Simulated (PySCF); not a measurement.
**Shieldings and the share of exact exchange**

Molecule: Cyclopropylamine (SMILES NC1CC1).

Atom-mapped SMILES (the numbers label the heavy atoms): `[NH2:1][CH:2]1[CH2:3][CH2:4]1` (H(Xn): hydrogen on atom n). Ha(C3), Ha(C4) are cis to N1 on the ring; Hb(C3), Hb(C4) are trans to N1 on the ring.

GIAO shieldings (ppm, equivalent atoms averaged) in PySCF on the PBE0-D3(BJ)/def2-SVP geometry, basis pcSseg-2, gas phase, non-relativistic:

| functional | exact exchange (%) | σ(C2) | σ(C3/C4) |
| --- | --- | --- | --- |
| BLYP | 0 | 144.0 | 162.9 |
| BP86 | 0 | 148.7 | 167.3 |
| PBE | 0 | 149.0 | 167.6 |
| B3LYP | 20 | 150.1 | 168.0 |
| PBE0 | 25 | 155.8 | 173.4 |
| mPW1PW91 | 25 | 155.0 | 172.7 |
| HF | 100 | 169.1 | 184.1 |

Q: Fit each shielding as a line in the percentage of exact exchange.

A: σ(C2) = 147.8 + 0.22 x (rms 2.1 ppm); σ(C3/C4) = 166.4 + 0.18 x (rms 2.0 ppm). The functionals also differ in their semilocal parts, which the line can't hold; Hartree–Fock has no correlation at all.

Q: What does the line predict for BHandHLYP (50 %), and what does the run give?

A: σ(C2): 158.8 predicted, 157.7 computed; σ(C3/C4): 175.4 predicted, 174.4 computed ppm.
